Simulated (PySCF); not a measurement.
# From one method to the next for LiC (quartet)

Starting from one script, swap the method and compare what comes out for LiC (quartet).

The runs use PySCF 2.14.0; each script names its method and basis.

1 further run of the same task is left out (it didn't finish).

## 1. Starting geometry

LiC (quartet): 2 atoms, charge 0, spin multiplicity 4.

Bond lengths: Li1–C2 1.995 Å.

## 2. The run that the others are compared with

File input.py:

```python
from pyscf import gto, scf

mol = gto.M(
    atom='Li 0 0 0; C 0 0 1.995',
    basis='crenbl',
    ecp={'Li': 'crenbl', 'C': 'crenbl'},
    charge=0,
    spin=3,
    verbose=4,
)
mf = scf.UHF(mol)
mf.kernel()
mf.stability(internal=True, external=True)
mf.dip_moment()
print('orbital energies (hartree):', [e[max(0, n-3):n+3].round(4) for e, n in zip(mf.mo_energy, mol.nelec)])
```

Launch:

```console
> OMP_NUM_THREADS=1 python input.py
```

## 3. Geometry optimisation

Variant 1 changes step after the SCF: stability → optimize.

File input.py:

```python
from pyscf import gto, scf
from pyscf.geomopt.geometric_solver import optimize

mol = gto.M(
    atom='Li 0 0 0; C 0 0 1.995',
    basis='crenbl',
    ecp={'Li': 'crenbl', 'C': 'crenbl'},
    charge=0,
    spin=3,
    verbose=4,
)
mf = scf.UHF(mol)
mf.kernel()
mol_eq = optimize(mf, maxsteps=30)
print('optimised geometry (angstrom)')
print(mol_eq.tostring('raw'))
print('orbital energies (hartree):', [e[max(0, n-3):n+3].round(4) for e, n in zip(mf.mo_energy, mol.nelec)])
```

## 4. Slater, (UKS)

Variant 2 changes functional: none (Hartree–Fock) → slater,; SCF type: UHF → UKS; step after the SCF: stability → analyze.

Changes to input.py since step 2:

```diff
@@ -1,2 +1,2 @@
-from pyscf import gto, scf
+from pyscf import gto, dft
 
@@ -10,5 +10,5 @@
 )
-mf = scf.UHF(mol)
+mf = dft.UKS(mol, xc='slater,')
 mf.kernel()
-mf.stability(internal=True, external=True)
+mf.mulliken_pop()
 mf.dip_moment()
```

## 5. Pbe0 (UKS)

Variant 3 changes functional: none (Hartree–Fock) → pbe0; SCF type: UHF → UKS; step after the SCF: stability → analyze.

Changes to input.py since step 2:

```diff
@@ -1,2 +1,2 @@
-from pyscf import gto, scf
+from pyscf import gto, dft
 
@@ -10,5 +10,5 @@
 )
-mf = scf.UHF(mol)
+mf = dft.UKS(mol, xc='pbe0')
 mf.kernel()
-mf.stability(internal=True, external=True)
+mf.mulliken_pop()
 mf.dip_moment()
```

## 6. CCSD(T)

Variant 4 changes step after the SCF: stability → ccsd(t).

Changes to input.py since step 2:

```diff
@@ -1,2 +1,2 @@
-from pyscf import gto, scf
+from pyscf import gto, scf, cc
 
@@ -12,3 +12,5 @@
 mf.kernel()
-mf.stability(internal=True, external=True)
+mycc = cc.CCSD(mf)
+mycc.kernel()
+mycc.ccsd_t()
 mf.dip_moment()
```

**Question.** What will these runs give? Wanted: for each run, E(SCF); from base; gap, α spin; SCF dipole; after the SCF.

**Answer**, as computed:

```tsv
run	E(SCF) (hartree)	from base (eV)	cycles	gap, α spin (eV)	SCF dipole (D)	after the SCF
base	-5.575341	0	11	8.07	7.10	stable
geometry optimisation	-5.575341	0.0000	11	8.07	n/a	bond 1.872 Å, -0.054 eV
slater, (UKS) (poor choice)	-5.449226	not comparable	8	1.62	5.91	n/a
pbe0 (UKS)	-5.694901	not comparable	8	3.52	6.62	n/a
CCSD(T)	-5.575341	0.0000	11	8.07	7.10	CCSD(T) correlation -1.432 eV
```

SCF columns refer to the geometry typed in the script.

In words: Total energies of different functionals can't be compared with each other; differences within one functional can. Rows marked «poor choice» come from settings spoiled on purpose.
